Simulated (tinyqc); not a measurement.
Inside a calculation. Method: UKS/BP86 in the sto-6g basis, for NH, spin multiplicity 3. One step of it, computed by the program tinyqc.

Problem. Orthogonalisation. S = U s U^T; symmetric (Loewdin) form X = U s^(-1/2) U^T, so that X^T S X = 1.

overlap S, lower triangle:
```
           1N 1s     1N 2s    1N 2px    1N 2py    1N 2pz     2H 1s
1N 1s   1.000000
1N 2s   0.229416  1.000000
1N 2px  0.000000  0.000000  1.000000
1N 2py  0.000000  0.000000  0.000000  1.000000
1N 2pz  0.000000  0.000000  0.000000  0.000000  1.000000
2H 1s   0.019408  0.244656  0.000000  0.000000  0.254788  1.000000
```

Give: eigenvalues of S; X.

Solution.

eigenvalues of S: 0.614  0.843  1.000  1.000  1.140  1.403

X, lower triangle:
```
         1N 1s   1N 2s  1N 2px  1N 2py  1N 2pz  2H 1s
1N 1s    1.021
1N 2s   -0.122   1.047
1N 2px   0.000   0.000   1.000
1N 2py   0.000   0.000   0.000   1.000
1N 2pz  -0.003   0.026   0.000   0.000   1.027
2H 1s    0.013  -0.136   0.000   0.000  -0.139  1.052
```
